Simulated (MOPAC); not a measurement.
System: H₂P, doublet: map of symmetric stretch and bend. Scanned: P-H bond length and H-P-H angle.

Level of theory: AM1, unrestricted, heats of formation (MOPAC 23.2.5).

Energy in kJ/mol above the lowest grid point; x is the P-H bond length (Å), y the H-P-H angle (°).

```csv
y \ x,1.21,1.28,1.35,1.42,1.49,1.56,1.63,1.70,1.77,1.85,1.92
180,430.5,380.9,353.4,343.6,347.9,363.2,386.8,415.9,448.1,486.1,463.6
170,255.5,211.8,193.9,196.8,216.3,248.5,286.3,320.6,385.0,426.7,460.9
160,220.9,177.5,159.8,162.7,182.2,214.5,255.3,298.4,339.4,414.5,453.3
150,179.6,137.2,120.4,124.4,145.1,178.8,222.2,270.8,319.1,369.6,408.5
140,139.7,98.3,82.8,88.0,110.1,145.5,190.8,242.6,296.6,354.2,398.2
130,105.1,64.7,50.2,56.7,80.2,117.0,163.9,217.7,275.0,338.6,387.5
120,78.5,38.5,24.8,32.2,56.7,94.6,142.7,197.9,257.1,324.7,377.8
110,61.2,21.3,7.8,15.6,40.6,79.3,128.2,184.2,244.5,314.2,370.3
100,54.6,13.9,0.0,7.7,32.7,71.5,120.7,177.1,237.8,308.5,366.0
90,59.9,17.5,2.3,9.0,33.4,71.7,120.5,176.6,237.2,307.8,365.4
80,78.2,33.2,15.6,20.3,43.0,79.9,127.6,182.8,242.6,312.1,368.2
70,109.6,61.4,40.5,42.0,61.8,96.1,141.6,195.0,253.0,320.1,373.7
```

Points that lie below all their neighbours on the grid: x = 1.35, y = 100 (0.0 kJ/mol).
